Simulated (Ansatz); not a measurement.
Relaxation of BFH₃N (6 atoms, charge 0, multiplicity 1), to a largest force component of 0.03 eV/Å in at most 50 steps.

Computed with RKS B3LYP-D4/def2-SVP in Ansatz.

```xyz
6
Properties=species:S:1:pos:R:3
B 0.101 -0.023 0.106
H 0.180 -0.450 1.215
F 1.228 0.441 -0.418
N -1.086 0.004 -0.624
H -1.962 -0.342 -0.256
H -1.140 0.370 -1.568
```

Q: Where does it end, and by what steps?

A: It converged. After 2 steps the energy has fallen by 0.016 eV; H2 moved furthest, 0.04 Å.

```json
{"step": "0", "energy less start (eV)": "0.0000", "largest force component (eV/Å)": "0.457", "accepted": "yes"}
{"step": "1", "energy less start (eV)": "-0.0141", "largest force component (eV/Å)": "0.171", "accepted": "yes"}
{"step": "2", "energy less start (eV)": "-0.0161", "largest force component (eV/Å)": "0.013", "accepted": "yes"}
```

```xyz
6
Properties=species:S:1:pos:R:3
B 0.109 -0.022 0.107
H 0.150 -0.463 1.231
F 1.233 0.454 -0.446
N -1.079 0.004 -0.621
H -1.955 -0.342 -0.251
H -1.137 0.370 -1.566
```

The run took 5.2 s on 1 thread of Arm Neoverse V1, on a shared host, peak memory 0.12 GiB.
